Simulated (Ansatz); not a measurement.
Geometry optimisation, RKS PBE0-D4/def2-SVP in Ansatz.

Input:

```yaml
crystal:
  periodic: [false, false, false]
  atoms:
    - { symbol: B, position_ang: [0.0, 0.0, 0.0] }
    - { symbol: C, position_ang: [0.0, 0.0, 1.6] }
    - { symbol: H, position_ang: [-0.9996, -0.3092, 1.9705] }
    - { symbol: H, position_ang: [0.7676, -0.7111, 1.9705] }
    - { symbol: H, position_ang: [0.232, 1.0203, 1.9705] }
    - { symbol: H, position_ang: [1.0305, 0.0, -0.595] }
    - { symbol: Cl, position_ang: [-1.6108, 0.0, -0.93] }
basis:
  gaussian: { orbitals: def2-SVP }
hamiltonian:
  xc: pbe0
  dispersion: d4
relax:
  f_tol: 0.02
  max_steps: 40
```

Launched with:

```bash
$ ansatz run input.yaml --threads 1 --pin off --max-ram 2048MiB --backend cpu --events-out ev --progress --plain --runs-dir out
```

Q: Where does it end, and by what steps?

A: It converged. The force dipped under the threshold on the way, but the program's further checks kept it going. After 10 steps the energy has fallen by 0.188 eV; Cl7 moved furthest, 0.17 Å.

```
step  energy less start (eV)  largest force component (eV/Å)  accepted
   0                  0.0000                           1.821       yes
   1                 -0.1530                           0.987       yes
   2                 -0.1825                           0.208       yes
   3                 -0.1803                           0.348        no
   4                 -0.1860                           0.082       yes
   5                 -0.1842                           0.178        no
   6                 -0.1867                           0.032       yes
   7                 -0.1872                           0.004       yes
   8                 -0.1874                           0.057       yes
   9                 -0.1875                           0.042       yes
  10                 -0.1877                           0.005       yes
```

```xyz
7
Properties=species:S:1:pos:R:3
B -0.029 0.013 0.024
C -0.041 -0.016 1.577
H -1.023 -0.203 2.031
H 0.684 -0.765 1.941
H 0.345 0.954 1.943
H 0.988 0.145 -0.614
Cl -1.504 -0.128 -0.915
```

Whether the end is a true minimum wasn't checked by a vibrational analysis.

Time of the run: 22 s on 1 thread of Arm Neoverse V1 (shared host), peak memory 0.13 GiB.
